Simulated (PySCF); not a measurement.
**Vibration and rotation of SiH⁺**

RHF-CCSD(T) constants of SiH⁺, ¹Σ⁺ (singlet), closed shell (Si 3-21G, H 3-21G; no relativity (PySCF 2.14); masses 27.9769 and 1.0078 u):

```
ωe              : 1946.2 cm⁻¹
ωexe            : 48.2 cm⁻¹
Be              : 7.1872 cm⁻¹
αe              : 0.256 cm⁻¹
D (centrifugal) : 0.000392 cm⁻¹
De to Si⁺ + H   : 2.54 eV
```

Q: Give the band origin of the fundamental and the first lines of its P and R branches.

A: ν0 = ωe − 2ωexe = 1849.8 cm⁻¹, B0 = 7.0592, B1 = 6.8032 cm⁻¹.

| J″ | P(J″) − ν0 | R(J″) − ν0 |
| --- | --- | --- |
| 0 |  | 13.605 |
| 1 | -14.117 | 26.688 |
| 2 | -28.736 | 39.241 |
| 3 | -43.849 | 51.253 |
| 4 | -59.445 | 62.716 |
| 5 | -75.516 | 73.620 |
| 6 | -92.052 | 83.955 |

Q: Near which J would the R branch turn back, without centrifugal distortion?

A: At J ≈ (B0 + B1)/(2(B0 − B1)) − 1 ≈ 26.

Correlated steps freeze 5 core orbitals. For an ion De counts to the pair picked by the measured ionisation energies or electron affinities, which need not be the lowest pair at this level. Where the molecule has an RHF reference, its open-shell atoms are computed with UHF. 3-21G is very small, so such numbers show the basis as much as the molecule.
